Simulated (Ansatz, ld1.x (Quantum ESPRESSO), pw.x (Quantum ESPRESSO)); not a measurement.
**silver (Ag) (bcc): variants of one TM potential in the solid**

| Quantity | Value |
| --- | --- |
| Element | silver (Ag) |
| Generator | ld1.x (Quantum ESPRESSO) 7.5 |
| Type | norm-conserving Troullier–Martins (Kleinman–Bylander form) |
| Functional | LDA (PW92) |
| Relativity | scalar-relativistic |
| Frozen core | [Kr] |
| Valence charge | 11 |
| Reference configuration | 4d10 5s1 5p0 |
| Partial waves | 5s (bound): rc 2.10 bohr; 5p (bound, empty): rc 3.70 bohr; 4d (bound): rc 1.55 bohr |
| Local potential | all-electron potential smoothed inside 2.10 bohr (lloc = -2) |
| Core correction | a·sin(br)/r model core inside 1.30 bohr |

Crystal test: bcc Ag in pw.x 7.5, no spin, 14³ k-points, Fermi–Dirac smearing 0.01 Ry, cutoffs set for each file from its atomic test. The reference is all-electron LAPW (Ansatz 0.2.0) with the same functional, mesh and smearing; V0 and B0 come from Birch–Murnaghan fits to the pressures at five volumes. Errors are pseudo minus all-electron; Δ is the rms difference of the E(V) curves that follow from these fits, minima aligned, over ±6 % about the mean V0. Mesh and smearing are coarse, so the numbers serve the comparison and aren't converged zero-temperature values; the lattice is a test structure that the element need not adopt.

All-electron: a0 = 3.183 Å (V0 = 16.12 Å³/atom), B0 = 134.5 GPa.

Base: The largest radius (3.70 bohr) exceeds half the bond length (2.61 bohr), so the spheres overlap, which is one possible source of error among others.

2 further variants are left out: they gave no file fit for a test, a broken result, the same result as the base, or pressures whose basis-set error rivals the error shown.

| change | cutoffs (Ry) | pw.x | a0 (Å) | a0 error (%) | B0 error (%) | Δ (meV/atom) | mean pressure error (GPa) |
| --- | --- | --- | --- | --- | --- | --- | --- |
| base | 120/480 | converged | 3.197 | +0.44 | -0.6 | 6.3 | +1.81 |
| wave 4d (bound): rc 1.55 bohr becomes 4d (bound): rc 2.38 bohr | 85/340 | converged | 3.200 | +0.55 | -0.7 | 8.0 | +2.29 |
| wave 5p (bound): rc 3.70 bohr becomes 5p (bound): rc 2.76 bohr | 120/480 | converged | 3.193 | +0.33 | -1.5 | 4.7 | +1.35 |
| local potential all-electron potential smoothed inside 2.40 bohr (lloc = -1) | 135/540 | converged | 3.198 | +0.49 | -1.0 | 7.1 | +2.03 |
